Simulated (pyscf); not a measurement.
# Four-centre exchange: Cl–In(Cl)–Cl + hydrogen chloride (HCl) → hydrogen chloride (HCl) + Cl–In(Cl)–Cl

Gas phase, singlet surface, charge 0. Bonds broken: Cl1–In2, Cl5–H6. Bonds formed: Cl1–H6, In2–Cl5. Optimised with ωB97X-D3(BJ)/def2-SVP in PySCF.

Transition state (Å):

```xyz
6

Cl    -0.2808     0.5208     1.5058
In    -1.7104    -0.6036    -0.2281
Cl    -1.3886    -2.8877    -0.2341
Cl    -3.7412     0.4636    -0.4700
Cl     0.1089     0.5815    -1.4925
H      0.2564     0.7946     0.0560
```

One imaginary mode, 677i cm⁻¹; descent along it reached the two sides named, in the forms told below.

```
bond     change  reactant side (Å)  saddle  product side
-------  ------  -----------------  ------  ------------
Cl1–In2  breaks              2.347   2.513           2.7
Cl5–H6   breaks              1.298   1.570         2.523
Cl1–H6    forms              2.525   1.570         1.299
In2–Cl5   forms                2.7   2.513         2.347
```

Electronic energies relative to the separated reactants (kJ/mol):

```tsv
level	barrier	reaction energy	reverse barrier
ωB97X-D3(BJ)/def2-TZVP	-18.3	0.0	-18.3
PBE/def2-TZVP	-19.4	0.0	-19.4
r²SCAN/def2-TZVP	-24.1	0.0	-24.1
B3LYP-D3(BJ)/def2-TZVP	-10.8	0.0	-10.8
PBE0-D3(BJ)/def2-TZVP	-19.0	0.0	-19.0
M06-2X/def2-TZVP	-13.2	0.0	-13.2
ωB97M-D3(BJ)/def2-TZVP	-1.1	0.0	-1.1
HF/def2-TZVP	57.5	0.0	57.5
```

With ωB97M-D3(BJ)/def2-TZVP energies and thermal terms (ideal gas, 1 atm, RRHO with modes under 100 cm⁻¹ raised to 100, one conformer, R ln 2 for chiral ones without a mode under 150 cm⁻¹), in kJ/mol:

| T (K) | ΔH‡ | ΔG‡ | ΔH | ΔG |
|---|---|---|---|---|
| 298 | -7.6 | 35.2 | 0.0 | 0.0 |
| 600 | -7.0 | 78.6 | 0.0 | 0.0 |
| 900 | -5.0 | 120.9 | 0.0 | 0.0 |
| 1200 | -2.7 | 162.6 | 0.0 | 0.0 |

On the reactant side the descent ends in an adduct with a Cl–In contact, 49.1 kJ/mol under the separated species and 30.8 kJ/mol under the saddle at ωB97X-D3(BJ)/def2-TZVP. On the product side the descent ends in an adduct with a Cl–In contact, 49.1 kJ/mol under the separated species and 30.8 kJ/mol under the saddle at ωB97X-D3(BJ)/def2-TZVP. At ωB97X-D3(BJ)/def2-TZVP, PBE, r²SCAN, B3LYP-D3(BJ), PBE0-D3(BJ), M06-2X, ωB97M-D3(BJ) the saddle lies under the separated reactants, which points to a path from their complex (located at ωB97X-D3(BJ) alone). At ωB97X-D3(BJ)/def2-TZVP, PBE, r²SCAN, B3LYP-D3(BJ), PBE0-D3(BJ), M06-2X, ωB97M-D3(BJ) the saddle lies under the separated products, which points to a path from their complex (located at ωB97X-D3(BJ) alone). What is counted as formed (Cl–In) is already present as a longer contact in the reactant adduct; forming that adduct is a step of its own. What is counted as broken (Cl–In) persists as a longer contact in the product adduct; parting that adduct is a step of its own. This is the saddle that the search found; another between the same sides may lie lower. Elements past Kr carry the def2 core potentials, without spin-orbit coupling.
